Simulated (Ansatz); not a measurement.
**How far a parabola holds: energy against volume of bcc W**

We consider bcc W, described by PBE-D3(BJ) in Ansatz (PAW). Settings: plane-wave cutoff 520 eV, 24×24×24 k mesh, Fermi–Dirac smearing 0.05 eV, no spin polarisation, scalar-relativistic PAW data made under PBE. The cell has no free parameter but its volume, all volumes share cutoff and mesh, and the runs aren't spin-polarised. Energies are free energies at the run's smearing, counted from the lowest row; static lattice.

| V (Å³/atom) | E (meV/atom) |
|---|---|
| 15.135 | 26.86 |
| 15.450 | 6.49 |
| 15.766 | 0.00 |
| 16.081 | 6.06 |
| 16.396 | 23.44 |
| 16.712 | ? |

The 5 complete rows are fitted with a parabola, E against V. With u = V - 15.8, the rows have u = -0.6650, -0.3500, -0.0340, 0.2810, 0.5960. Least squares gives E = -0.019 + 2.062·u + 63.296·u². Residuals (row less fit): 0.259, -0.523, 0.016, 0.502, -0.254; standard error 0.573 (degrees of freedom: 2). The fitted curve has its minimum at V = 15.8, where E = -0.04. Its curvature is d²E/dV² = 2 × 63.296 meV/Å⁶, so B = V0·d²E/dV² × 0.1602 = 320 GPa.

Q: Estimate the missing E (V = 16.712); what did the run itself give?

A: u = 0.9120, so E = -0.019 + 2.062 × 0.9120 + 63.296 × 0.9120² = 54.508 meV/atom. The calculation gives 51.05 meV/atom, 3.458 meV/atom below the prediction (6.8 % of the range of E in the table). The row lies outside the fitted rows, so this is an extrapolation. From the scatter of the fitted rows alone, a prediction at this place has a standard error of 1.358 meV/atom, so the miss is 2.5 times that.

The residuals are curvature that a parabola lacks, not noise. A solid that stiffens under compression and softens on expansion lies above the parabola at the compressed end and under it at the expanded end, as this row does. A third-order Birch-Murnaghan fit to the whole scan has B0 = 318 GPa. Only scans are tabulated whose curvature falls smoothly with volume, and where the parabola meets the shown rows within 5 % of their range and misses the end by 0.1 meV or more.

Measured, for comparison: bulk modulus 312 GPa (zero-point energy and finite temperature contributions removed, sources range from 300 to 328; as tabulated in doi:10.1021/acs.jctc.3c00612). Computed less measured: bulk modulus +1.9 % (inside the range of the sources held).

Spin–orbit coupling is not included.

Ansatz is a quantum-chemistry and plane-wave program.
